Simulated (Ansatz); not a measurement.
# C3H4OS: one species, many methods

One table from this session's results is given with a row withheld; the runs are named, their logs left out.

The runs use Ansatz 0.2.0, Gaussian basis; functionals in def2-TZVPP, the program's frozen cores in correlated methods.

The runs, in order: LDA (SPW92), PBE-D4, revPBE-D4, BLYP-D4, r2SCAN-D4, B97M-V, PBE0-D4, B3LYP-D4, r2SCANh-D4, r2SCAN0-D4, HSE06-D4, BHLYP-D4, CAM-B3LYP-D4, LC-ωPBE, ωB97X-V, ωB97M-V, B2PLYP, PBE-QIDH; CCSD(T)/def2-SVP; CCSD(T)/def2-TZVPP; MP2/def2-QZVPP; extrapolation to the limit; RPA on PBE.

## Structure used throughout

An earlier PBE0-D4 in a triple-zeta def2 set relaxation fixed the geometry.

SMILES `OCC#CS`, 9 atoms, charge 0, spin multiplicity 1.

Atoms are counted from 1 here; the program's logs count them from 0.

Bond lengths: O1–C2 1.412 Å, O1–H6 0.961 Å, C2–C3 1.453 Å, C2–H7 1.093 Å, C2–H8 1.100 Å, C3–C4 1.208 Å, C4–S5 1.675 Å, S5–H9 1.347 Å. Angles: C2–O1–H6 108.0°, O1–C2–C3 114.2°, O1–C2–H7 106.2°, O1–C2–H8 111.3°, C3–C2–H7 109.7°, C3–C2–H8 108.4°, H7–C2–H8 106.8°, C2–C3–C4 178.5°, C3–C4–S5 175.4°, C4–S5–H9 97.4°.

The first run:

in.yaml reads:

```yaml
crystal:
  periodic: [false, false, false]
  atoms:
    - {symbol: O, position_ang: [-0.728165, -2.001036, -0.194333]}
    - {symbol: C, position_ang: [0.445537, -1.219452, -0.268740]}
    - {symbol: C, position_ang: [0.231771, 0.199507, -0.040531]}
    - {symbol: C, position_ang: [0.027702, 1.376915, 0.133443]}
    - {symbol: S, position_ang: [-0.249109, 3.025705, 0.241926]}
    - {symbol: H, position_ang: [-1.404715, -1.571303, -0.724732]}
    - {symbol: H, position_ang: [1.124654, -1.617186, 0.490272]}
    - {symbol: H, position_ang: [0.946613, -1.342441, -1.239776]}
    - {symbol: H, position_ang: [-0.305786, 3.102989, 1.585272]}
basis:
  gaussian: {orbitals: def2-TZVPP}
hamiltonian: {xc: lda}
output: {orbitals: {seedname: orbitals}}
```

Run with:

```sh
$ ansatz run in.yaml --threads 2 --pin off --events-out ev --progress --plain --max-ram 4352MiB
```

Among the steps run: LDA; PBE-D4 (GGA); revPBE-D4 (GGA); BLYP-D4 (GGA); r2SCAN-D4 (meta-GGA); B97M-V (meta-GGA); PBE0-D4 (hybrid); B3LYP-D4 (hybrid); r2SCANh-D4 (hybrid); r2SCAN0-D4 (hybrid); HSE06-D4 (hybrid); BHLYP-D4 (hybrid); CAM-B3LYP-D4 (range-separated); LC-ωPBE (range-separated); ωB97X-V (range-separated); ωB97M-V (range-separated); B2PLYP (double hybrid); PBE-QIDH (double hybrid).

One table of the session follows, with a row left open; its other results are not shown here.

It belongs to the step «Orbital energies across the functionals». 

| functional | HOMO (eV) | gap (eV) |
| --- | --- | --- |
| LDA (SPW92) | -5.93 | 4.57 |
| PBE-D4 | -5.76 | 4.57 |
| revPBE-D4 | -5.70 | 4.57 |
| BLYP-D4 | -5.60 | 4.51 |
| r2SCAN-D4 | -5.97 | 5.06 |
| B97M-V | -6.01 | 5.09 |
| PBE0-D4 | -6.91 | 6.69 |
| B3LYP-D4 | -6.68 | 6.21 |
| r2SCANh-D4 | -6.40 | 5.84 |
| r2SCAN0-D4 | -7.05 | 7.00 |
| HSE06-D4 | -6.51 | 5.91 |
| BHLYP-D4 | -7.91 | 8.70 |
| CAM-B3LYP-D4 | -8.19 | 9.05 |
| LC-ωPBE | -9.53 | 11.62 |
| ωB97X-V | ? | ? |
| ωB97M-V | -9.01 | 10.79 |

**Question.** Estimate the row for ωB97X-V.

**Answer.** HOMO (eV): -9.16; gap (eV): 11.12. In the column «HOMO (eV)» it lies between LC-ωPBE (-9.53) and ωB97M-V (-9.01).
